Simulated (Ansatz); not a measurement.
## Extrapolating MP2 to the basis-set limit: N2H4 (hydrazine)

N2H4: 6 atoms, total charge 0, spin state singlet. SMILES: `NN`. The shape is that of a PBE0-D4/def2-TZVP optimisation. This is one conformer, not always the lowest.

MP2 energies, 2 core orbitals frozen (Ansatz 0.2.0):

| basis | X | functions | Hartree–Fock (Eh) | correlation (Eh) |
| --- | --- | --- | --- | --- |
| aug-cc-pVDZ | 2 | 82 | -111.201353 | -0.371478 |
| aug-cc-pVTZ | 3 | 184 | -111.228018 | -0.448573 |
| aug-cc-pVQZ | 4 | 344 | -111.235097 | -0.474618 |

The correlation energy converges as X⁻³, the Hartree–Fock energy about exponentially.

Question: Estimate the basis-set limit from the two largest sets.

Answer: 
1. Correlation: E(∞) = (4³ E(4) − 3³ E(3))/(4³ − 3³) = (64 × (-0.474618) − 27 × (-0.448573))/37 = -0.493624 Eh.
2. Hartree–Fock: successive steps shrink by 0.265; summing the geometric tail gives -111.235097 + (-0.007079) × 0.265/(1 − 0.265) = -111.237656 Eh.
3. Total: -111.237656 + (-0.493624) = -111.731280 Eh.
4. aug-cc-pVQZ holds 96.1 % of the extrapolated correlation energy, aug-cc-pVTZ 90.9 %.

This is an estimate of the method's limit, not an exact energy.
